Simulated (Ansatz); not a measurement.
## Molecular dynamics of BFH$_{3}$N

Input:

```yaml
crystal:
  periodic: [false, false, false]
  atoms:
    - { symbol: B, position_ang: [0.068948, 0.016207, -0.045727] }
    - { symbol: F, position_ang: [-0.024191, -0.630501, 1.112176] }
    - { symbol: "N", position_ang: [1.273582, 0.010301, -0.731128] }
    - { symbol: H, position_ang: [2.089504, -0.466567, -0.388222] }
    - { symbol: H, position_ang: [1.400875, 0.480493, -1.607643] }
    - { symbol: H, position_ang: [-0.894318, 0.590067, -0.469457] }
basis:
  gaussian: { orbitals: def2-SVP }
hamiltonian:
  xc: { name: BHLYP }
  dispersion: d4
md:
  timestep: 0.5
  n_steps: 250
  ensemble: nve
  temperature: 700.0
  initial_velocities: maxwell_boltzmann
  seed: 776152
```

Launched with:

```bash
$ ansatz run input.yaml --threads 1 --pin off --max-ram 2048MiB --backend cpu --events-out ev --progress --plain --runs-dir out
```

It starts from a relaxed structure.

Output, in part (step lines, the closing report, with atoms numbered from 0):

```
md step     0: t =     0.00 fs  T =   700.0 K  F+E_penalty+E_count = -4928.90621418 eV  E_kin = 0.361928 eV  conserved = -4928.54428618 eV  (22 SCF iters)
[... lines left out ...]
Total energy: -4928.75747965 eV, -181.1284965452 hartree
Atom 0 at     0.060045     0.052828    -0.050530 Å, force     0.632311    -1.406948     0.707586 eV/Å
Atom 1 at    -0.017638    -0.638557     1.119744 Å, force     0.130009     0.664834    -0.954175 eV/Å
Atom 2 at     1.276965     0.018520    -0.734023 Å, force    -0.385029    -1.199943     1.925633 eV/Å
Atom 3 at     1.961773    -0.672424    -0.455791 Å, force    -0.036225     0.353342     0.180115 eV/Å
Atom 4 at     1.495216     0.418380    -1.588662 Å, force     0.071589     0.909980    -1.693839 eV/Å
Atom 5 at    -0.935969     0.502943    -0.471776 Å, force    -0.412656     0.678736    -0.165320 eV/Å
Dipole moment:     0.330597     0.061424    -0.419225 e Å
```

The steps, from the saved trajectory:

```
time (fs)  T (K)  potential energy less start (eV)  conserved less start (meV/atom)
        0    700                             0.000                             0.00
        4    463                             0.123                             0.13
        8    173                             0.274                             0.19
       12    228                             0.245                             0.22
       16    368                             0.173                             0.26
       20    288                             0.215                             0.29
       24    249                             0.235                             0.25
       28    329                             0.193                             0.27
       32    520                             0.094                             0.15
       36    526                             0.091                             0.13
       40    270                             0.224                             0.19
       44    202                             0.258                             0.12
       48    264                             0.227                             0.18
       52    397                             0.158                             0.19
       56    396                             0.158                             0.18
       60    313                             0.201                             0.23
       64    327                             0.194                             0.24
       68    458                             0.126                             0.18
       72    390                             0.162                             0.23
       76    260                             0.229                             0.23
       80    245                             0.237                             0.21
       84    293                             0.212                             0.25
       88    437                             0.137                             0.15
       92    359                             0.177                             0.15
       96    289                             0.214                             0.17
      100    454                             0.128                             0.10
      104    510                             0.099                             0.09
      108    317                             0.199                             0.19
      112    269                             0.224                             0.20
      116    248                             0.235                             0.26
      120    276                             0.221                             0.32
      124    441                             0.135                             0.22
```

All steps were run. The conserved energy stayed within 0.34 meV per atom of its start (net change 0.23 meV per atom), so the integration is sound. Over the second half the temperature averaged 0.50 of the 700 K drawn at the start: a run that starts near a minimum puts about half its kinetic energy into the potential. A run of 0.12 ps of so small a system gives no equilibrium averages.

The same pairs are bonded in the first frame and the last. Pairs count as bonded within 1.25 times the sum of covalent radii (0.12 Å more for H–H).

Last frame:

```xyz
6
Properties=species:S:1:pos:R:3
B 0.060 0.053 -0.051
F -0.018 -0.639 1.120
N 1.277 0.018 -0.734
H 1.962 -0.672 -0.456
H 1.495 0.418 -1.589
H -0.936 0.503 -0.472
```

Time of the run: 5.3 min on 1 thread of Intel(R) Xeon(R) Platinum 8259CL CPU @ 2.50GHz (Skylake/Cascade Lake), on a shared host, peak memory 0.12 GiB.
